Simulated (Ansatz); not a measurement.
# CH7AlO (built from SMILES CO.[AlH3]): a reaction path by the nudged elastic band

Aim: the minimum-energy path between two given structures and its highest point. Both ends were relaxed at PBE0-D4 in triple zeta.

Program: Ansatz 0.2.0, Gaussian basis. Level of theory: PBE0-D4/def2-SVP. These are calculated values, not measurements.

**1. Starting geometry**

The first end: 10 atoms, charge 0, spin multiplicity 1.

Atoms are counted from 1 here; the program's logs count them from 0.

Bond lengths: Al1–H2 1.600 Å, Al1–H3 1.597 Å, Al1–H4 1.605 Å, Al1–O6 1.989 Å, H5–O6 0.963 Å, O6–C7 1.434 Å, C7–H8 1.088 Å, C7–H9 1.091 Å, C7–H10 1.090 Å. Angles: H2–Al1–H3 120.1°, H2–Al1–H4 117.2°, H2–Al1–O6 96.2°, H3–Al1–H4 116.6°, H3–Al1–O6 99.5°, H4–Al1–O6 99.4°, Al1–O6–H5 112.3°, Al1–O6–C7 119.2°, H5–O6–C7 111.0°, O6–C7–H8 106.1°, O6–C7–H9 110.6°, O6–C7–H10 109.6°, H8–C7–H9 109.6°, H8–C7–H10 109.7°, H9–C7–H10 111.1°.

Coordinates:

```
Al   -0.95140    0.13269   -1.25888
H    -0.24700    0.68605   -2.58508
H    -1.44748   -1.38404   -1.18976
H    -1.75224    1.19206   -0.35831
H     1.33082    0.69782   -0.36214
O     0.71286   -0.01742   -0.18036
C     0.61475   -0.26712    1.22813
H    -0.04086   -1.12875    1.33770
H     0.17943    0.59190    1.74121
H     1.60123   -0.50319    1.62749
```

The second end:

```csv
atom,x (Å),y (Å),z (Å)
Al1,-0.97187,-0.27687,-0.81691
H2,0.42669,1.31144,-1.94138
H3,-1.21078,-1.23521,-2.04704
H4,-1.77978,1.06174,-0.54735
H5,0.69502,0.68323,-2.25856
O6,0.11587,-0.82327,0.35534
C7,0.57842,-0.28705,1.55825
H8,0.42092,-1.00041,2.37423
H9,0.07212,0.64993,1.82672
H10,1.65349,-0.08352,1.49672
```

**2. The band at PBE0-D4/def2-SVP**

Contents of neb/in.yaml:

```yaml
crystal:
  periodic: [false, false, false]
  atoms:
    - {symbol: Al, position_ang: [-0.951403, 0.132692, -1.258879]}
    - {symbol: H, position_ang: [-0.247003, 0.686045, -2.585081]}
    - {symbol: H, position_ang: [-1.447478, -1.384041, -1.189762]}
    - {symbol: H, position_ang: [-1.752243, 1.192062, -0.358312]}
    - {symbol: H, position_ang: [1.330820, 0.697823, -0.362144]}
    - {symbol: O, position_ang: [0.712864, -0.017422, -0.180356]}
    - {symbol: C, position_ang: [0.614750, -0.267118, 1.228131]}
    - {symbol: H, position_ang: [-0.040858, -1.128749, 1.337700]}
    - {symbol: H, position_ang: [0.179425, 0.591897, 1.741212]}
    - {symbol: H, position_ang: [1.601227, -0.503189, 1.627490]}
basis:
  gaussian: {orbitals: def2-SVP}
hamiltonian: {xc: pbe0, dispersion: d4}
neb:
  images: 5
  climbing: true
  max_iterations: 40
  initial_path: idpp
  final_atoms:
    - {symbol: Al, position_ang: [-0.971874, -0.276871, -0.816913]}
    - {symbol: H, position_ang: [0.426691, 1.311442, -1.941379]}
    - {symbol: H, position_ang: [-1.210781, -1.235211, -2.047045]}
    - {symbol: H, position_ang: [-1.779781, 1.061738, -0.547353]}
    - {symbol: H, position_ang: [0.695019, 0.683234, -2.258563]}
    - {symbol: O, position_ang: [0.115867, -0.823274, 0.355336]}
    - {symbol: C, position_ang: [0.578422, -0.287053, 1.558246]}
    - {symbol: H, position_ang: [0.420923, -1.000414, 2.374227]}
    - {symbol: H, position_ang: [0.072124, 0.649931, 1.826721]}
    - {symbol: H, position_ang: [1.653492, -0.083522, 1.496720]}
```

Started as:

```
> ansatz run in.yaml --threads 2 --pin off --events-out ev --progress --plain --max-ram 4352MiB
```

Q: Predict the outcome of this session. Wanted: barrier over the separately found saddle, CCSD(T)/def2-TZVPP.

As calculated:

```
                                                    quantity                                                    value
                             PBE0-D4/def2-SVP, 15 iterations  highest 15.6 kcal/mol (image 3), last end -1.7 kcal/mol
barrier over the separately found saddle, CCSD(T)/def2-TZVPP                                            18.6 kcal/mol
```

**Reading.** The highest image lies 15.6 kcal/mol above the first end, and it climbed, so it estimates the saddle. The ends are not quite minima at this level (largest force component 0.51 eV/Å), so the heights are unreliable: relaxing the first end would lower it and raise the barrier above it. The highest image is 3.0 kcal/mol below the CCSD(T) barrier in triple zeta, which comes from separate runs on the saddle.
